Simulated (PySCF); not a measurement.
Homolysis of single bonds, series Al Br-SiH3. All species are isolated molecules in the gas phase. Strings in code marks are SMILES.

These are PBE-D3(BJ)/def2-TZVP // PBE0-D3(BJ)/def2-TZVP in PySCF values and carry that method's errors. 

| species | dipole moment (D) |
|---|---|
| whole molecule (`[Br][Al]([Br])[Br]`) | 0.00 |
| radical fragment (`[Br][Al][Br]`) | 1.18 |
| whole molecule (`[SiH3][Al]([Br])[Br]`) | 1.27 |
| radical fragment (`[SiH3]`) | 0.03 |
| radical fragment (`[SiH3][Al][Br]`) | 1.38 |
| whole molecule (`[Al]([Br])([SiH3])[SiH3]`) | 1.08 |
| radical fragment (`[SiH3][Al][SiH3]`) | … |
| whole molecule (`[SiH3][Al]([SiH3])[SiH3]`) | … |

Q: Fill in the missing entries.

A: 
- radical fragment (`[SiH3][Al][SiH3]`), dipole moment (D): 0.66
- whole molecule (`[SiH3][Al]([SiH3])[SiH3]`), dipole moment (D): 0.13
